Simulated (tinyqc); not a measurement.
Coupled-perturbed Hartree-Fock on RHF in the sto-6g basis, for BH2+, spin multiplicity 1, step by step (part 2 of 2). Computed by tinyqc, a small Python program that keeps every step (integrals from PySCF). Command: `OMP_NUM_THREADS=1 python tinyqc.py 22496 22497 out.jsonl` (the two numbers bound the seeds that draw the settings). One thread of a shared host (Intel(R) Xeon(R) Processor @ 2.60GHz), about 0.3 s of CPU time with the checks.

Geometry (angstrom):
```
atom         x          y         z
B     0.000000   0.000000  0.000000
H     0.000000   1.090000  0.585000
H     0.000000  -1.102000  0.591000
```

## Coupled step 1

uncoupled U:
```
           i1         i2         i3
a4  -0.012404  -1.145237   0.027571
a5   0.000000   0.000000   0.000000
a6  -0.007751   0.088928  -0.073526
a7  -0.000839   0.017601   0.608821
```

dipole integrals <a|z|i> (bohr):
```
          i1         i2         i3
a4  0.096801   0.846443  -0.016346
a5  0.000000   0.000000   0.000000
a6  0.064379  -0.110420   0.080544
a7  0.007016  -0.022816  -0.700164
```

orbital energies (hartree): MO1 -8.049912, MO2 -0.985128, MO3 -0.838891, MO4 -0.246029, MO5 -0.175979, MO6 0.256558, MO7 0.311142

Given earlier and not repeated: Two-electron integrals over orbitals (pq|rs).

U_ai = -(mu_ai + sum_bj [4 (ai|bj) - (ab|ij) - (aj|bi)] U_bj) / (e_a - e_i); alpha = -4 sum U_ai mu_ai.

U after step 1:
```
           i1         i2         i3
a4  -0.007101  -1.415941   0.035064
a5   0.000000   0.000000   0.000000
a6   0.000147   0.019162  -0.068243
a7   0.000071   0.010009   0.573963
```

polarisability = 6.437891 bohr^3

## Coupled step 2

As before.

U after step 2:
```
           i1         i2         i3
a4  -0.004401  -1.512554   0.038657
a5   0.000000   0.000000   0.000000
a6   0.001964   0.002280  -0.064937
a7   0.000273   0.008016   0.549977
```

polarisability = 6.687834 bohr^3

## Coupled polarisability

Repeat until U stops changing; compare with -d2E/dF2.

Course of the coupled iterations:
```
step  alpha (bohr^3)
0           5.655805
1           6.437891
2           6.687834
3           6.775999
4           6.808094
5           6.820007
6           6.824488
7           6.826187
8           6.826836
9           6.827084
10          6.827179
11          6.827216
...              ...
16          6.827239
17          6.827239
18          6.827240
19          6.827240
20          6.827240
21          6.827240
22          6.827240
23          6.827240
24          6.827240
25          6.827240
26          6.827240
27          6.827240
```

coupled polarisability = 6.827240 bohr^3

finite-field check, fields of +/-0.001 au = 6.827237 bohr^3
